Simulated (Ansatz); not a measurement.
Energy needed to pull apart CH3BF (SMILES [BH]CF), doublet, into free ground-state atoms, from the structure below (displaced at random from a GFN2-xTB minimum); no zero-point or spin–orbit terms; open-shell atoms are treated unrestricted, in their ground-state multiplicity.

```
atom    x (Å)    y (Å)    z (Å)
  B1  -0.8606  -0.8239  -0.2064
  C2   0.3584   0.1816   0.1500
  F3   1.3552  -0.3689   1.0129
  H4  -1.7678  -0.5168  -0.8961
  H5   0.9407   0.4670  -0.7385
  H6   0.0050   1.0560   0.6793
```

Program: Ansatz 0.2.0. Basis: def2-TZVPP. Cores are frozen in the correlated methods; orbitals are unrestricted.

| method | atomization energy (kJ/mol) |
| --- | --- |
| PBE-D4 | 2071 |
| r2SCAN-D4 | 2037 |
| PBE0-D4 | ? |
| CAM-B3LYP-D4 | 2031 |
| LC-wPBE | ? |
| wB97M-V | 2011 |
| HF | 1510 |
| MP2 | 1993 |
| CCSD | 1921 |
| CCSD(T) | 1947 |

What does PBE0-D4 give? (To be estimated.)

The calculation gives: 2027 kJ/mol, which is about 80 kJ/mol more than CCSD(T)/def2-TZVPP.

What does LC-wPBE give? (Judge from chemistry; the value comes from the calculation.)

Computed: 2024 kJ/mol, which is about 77 kJ/mol more than CCSD(T)/def2-TZVPP.

In triple zeta the MP2 and coupled-cluster atomization energies are still short of their basis limit by a few kcal/mol a bond, whereas those of the functionals are nearly converged, so these differences are not deviations from converged CCSD(T).

T1 diagnostic: at most 0.013. ⟨S²⟩ of the unrestricted Hartree–Fock references: 0.75 (a pure state has 0.75).

For scale, one of the runs: CCSD(T)/def2-TZVPP forces, 135 basis functions (an equivalent command: `ansatz run in.yaml --threads 4`). Time: 99 s of wall clock on 4 CPU threads; the host was shared. Peak host memory: 3.2 GiB.
